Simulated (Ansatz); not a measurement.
This geometry of C3H10N2 (15 atoms, charge 0, multiplicity 1) is a first-order saddle point.

The calculation used Ansatz 0.2.0, RKS B3LYP/def2-SVP.

```xyz
15
Properties=species:S:1:pos:R:3
C -2.125 -0.505 -0.309
C -0.664 -0.937 -0.437
N 0.217 -0.246 0.501
C 1.273 0.559 -0.071
N 2.016 1.175 1.014
H -2.245 0.571 -0.521
H -2.502 -0.692 0.711
H -2.769 -1.065 -1.006
H -0.327 -0.752 -1.474
H -0.601 -2.035 -0.294
H -0.306 0.322 1.165
H 1.880 -0.104 -0.728
H 0.910 1.384 -0.730
H 2.501 0.455 1.552
H 2.720 1.818 0.653
```

**Question.** Which two structures does it join? (They come from a converged band through this point; their orientation in space is the band's.)

**Answer.** No bond is made or broken. The dihedral C1–C2–N3–H11 goes from 62 to -57°.

Image 0:

```xyz
15
Properties=species:S:1:pos:R:3
C -1.926 -0.327 -0.524
C -0.643 -1.133 -0.274
N 0.369 -0.505 0.557
C 1.007 0.686 0.040
N 2.062 1.074 0.958
H -1.726 0.613 -1.063
H -2.421 -0.067 0.428
H -2.645 -0.907 -1.126
H -0.177 -1.386 -1.244
H -0.910 -2.098 0.191
H 0.028 -0.321 1.501
H 1.348 0.443 -0.993
H 0.331 1.566 -0.065
H 2.790 0.359 0.973
H 2.493 1.953 0.670
```

Image 8:

```xyz
15
Properties=species:S:1:pos:R:3
C -2.192 -0.739 -0.155
C -0.748 -0.581 -0.619
N 0.029 0.205 0.322
C 1.423 0.383 -0.020
N 2.045 1.211 0.997
H -2.699 0.240 -0.094
H -2.229 -1.198 0.846
H -2.768 -1.367 -0.853
H -0.737 -0.159 -1.652
H -0.278 -1.578 -0.703
H -0.388 1.126 0.465
H 1.865 -0.634 -0.131
H 1.579 0.888 -1.002
H 2.070 0.710 1.886
H 3.006 1.441 0.743
```

**Question.** How far does it lie above each of them?

**Answer.** 0.100 eV above the first and 0.140 eV above the second. This is the barrier of this one path; another mechanism may lie lower.

Time of the run: 2.3 min on 2 threads of Arm Neoverse V2 (shared host), peak memory 0.28 GiB.
